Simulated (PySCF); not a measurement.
An unknown is described by computed data only.

Formula: CH5NO.

* Rotational structure: rotational constants A, B, C: 40.189, 9.816, 8.693 GHz [GFN2-xTB]
* Triplet: lowest triplet excitation (Tamm–Dancoff): 5.86 eV [TDA CAM-B3LYP/def2-SVPD]
* Dipole: 1.00 D [CAM-B3LYP/def2-SVPD]
* UV, strongest line: among the 8 lowest singlet transitions: S7 at 8.72 eV (142 nm, f = 0.045) [TDDFT CAM-B3LYP/def2-SVPD]
* UV, first state: lowest singlet excitation: 6.21 eV (200 nm, f = 0.001) [TDDFT CAM-B3LYP/def2-SVPD]
* XPS: C1s 291.6, N1s 406.4, O1s 539.1 eV [ΔSCF SCAN, pcX-2 on the ionised atom, pcseg-1 elsewhere, spin-free X2C]
* Polarisability: 30.0 au [CAM-B3LYP/def2-SVPD]

Gas-phase values; electronic properties from PySCF, density fitting. Levels stand in brackets. The structure is a single GFN2-xTB conformer in the gas phase; no vibrational or solvent corrections.

Task: What is the compound? Reason from the data.

Result: Numbering: `[CH3:1][NH:2][OH:3]`. Its formula, CH5NO, gives 0 degrees of unsaturation, so no ring and no π bond. The core levels belong to: C1s 291.6 eV, N-methyl carbon [C1]; N1s 406.4 eV, hydroxylamine nitrogen [N2]; O1s 539.1 eV, hydroxyl oxygen [O3]. By its constants the optimised geometry is an asymmetric top. Structure: `CNO` (N-methylhydroxylamine). The assignments are read from this structure; whether some other isomer fits the data as well wasn't checked.

Conformer computed: `[CH3:1][NH:2][OH:3]`: H–O3–N2–C1 -102°.
